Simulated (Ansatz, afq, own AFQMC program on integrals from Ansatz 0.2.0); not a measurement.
Two steps: Ansatz 0.2.0 writes the Fock matrix and Cholesky factors of the valence space, and afq projects on them the lowest state that overlaps trial and start.

```yaml
crystal:
  periodic: [false, false, false]
  atoms:
    - {symbol: Cl, position_ang: [0.000000, 0.000000, 0.000000]}
    - {symbol: H, position_ang: [0.000000, 0.000000, 1.149000]}
basis:
  gaussian: {orbitals: cc-pVDZ}
magnetization: {spin_polarized: false}
correlation: {method: ccsd_t, electrons: outside_noble_gas, hamiltonian_folder: ham}
```

```sh
$ ansatz run in.yaml --threads 1 --pin off --events-out ev --progress --plain --max-ram 16896MiB --backend cuda --devices 0, --max-vram 18GiB
```

Options of the walk:

```
--method phaseless --trial cisd --walkers 4000 --populations 20 --least-time 60 --time-step 0.005 --steps-per-block 50 --equilibration-blocks 28 --max-blocks 4000 --target-error 0.00017 --factor-cut 1e-05 --seed 5772 --release-times 0.24,0.51,0.99,1.62,2.4 --release-step 0.03 --release-every 3 --taylor-order 6
```

Times are imaginary, in 1/Eh. The walk had a cap of 122 s. With eight or more populations the least sampling time is a fifth of least-time, and the error comes from their spread.

Log:

```
orbitals 18  electrons 4 4  factors 116 of 238
reference energy -460.07571774 Eh
CCSD correlation -0.16099918 Eh in 7 cycles, weight of the determinant in the CISD state 0.9403
energy of the start -460.236716 Eh
 block  time / (1/Eh)  mean weight  energy / Eh
     1     0.250  0.9999  -460.235678
     2     0.500  0.9998  -460.236761
     3     0.750  1.0000  -460.237659
     4     1.000  0.9998  -460.238387
     5     1.250  0.9997  -460.238628
     8     2.000  1.0000  -460.239137
    11     2.750  1.0003  -460.239236
    14     3.500  1.0001  -460.239504
    17     4.250  1.0000  -460.239367
    20     5.000  0.9997  -460.239609
    23     5.750  1.0000  -460.239225
    26     6.500  0.9998  -460.239421
    29     7.250  0.9999  -460.239632
    32     8.000  1.0000  -460.239098
    35     8.750  0.9998  -460.239266
    38     9.500  0.9998  -460.239258
    41    10.250  0.9998  -460.239510
    44    11.000  0.9999  -460.239275
    47    11.750  0.9999  -460.239372
    50    12.500  0.9999  -460.239129
    52    13.000  1.0000  -460.238894
    53    13.250  1.0000  -460.239036
    56    14.000  1.0002  -460.239431
    59    14.750  0.9999  -460.239211
    62    15.500  0.9998  -460.239476
    65    16.250  0.9999  -460.239422
    68    17.000  0.9999  -460.239456
    71    17.750  1.0003  -460.240054
    74    18.500  1.0001  -460.239373
    77    19.250  1.0000  -460.239858
    78    19.500  1.0000  -460.239399
error from the spread of 20 populations
released: time / (1/Eh)  energy / Eh  error  mean overlap
  0.24  -460.239406  0.000035  0.9965
  0.51  -460.239404  0.000037  0.9970
  0.99  -460.239351  0.000035  0.9990
  1.62  -460.239402  0.000037  0.9974
  2.40  -460.239347  0.000037  1.0020
energy -460.239370 +/- 0.000045 Eh
(rows thinned)
```

The run passed its tests (sampling time, drift between the halves within three errors, error under three times the target), which doesn't prove that it has relaxed.

Against this walk (error 1.2 meV) on the same determinant: CCSD(T) 12.3 meV higher, CCSDT(Q) 0.4 meV higher (within the noise), CCSDTQ 0.0 meV higher (within the noise), full CI 0.2 meV lower (within the noise). The error is statistical and leaves out the bias of the constraint. Released to 2.40 1/Eh the energy moves by 0.6 ± 1.6 meV (both errors), within twice the noise.

Cautions: constraint bias not in the error.

The walk took 11 s on 1 × NVIDIA H100 80GB HBM3 with 2 threads of AMD EPYC 7R13 Processor (Zen 3), on a shared host (the card was shared). The log's last line is the phaseless energy.

CCSDT and higher add their correlation energy to the determinant of the CCSD(T) run, since their own runs factorise the integrals more tightly (a shift of under 2 meV). A walk keeps the symmetry of its determinant, which the program's search chose and which needn't be the lowest solution, so a lower state of the same spin and another symmetry isn't excluded.
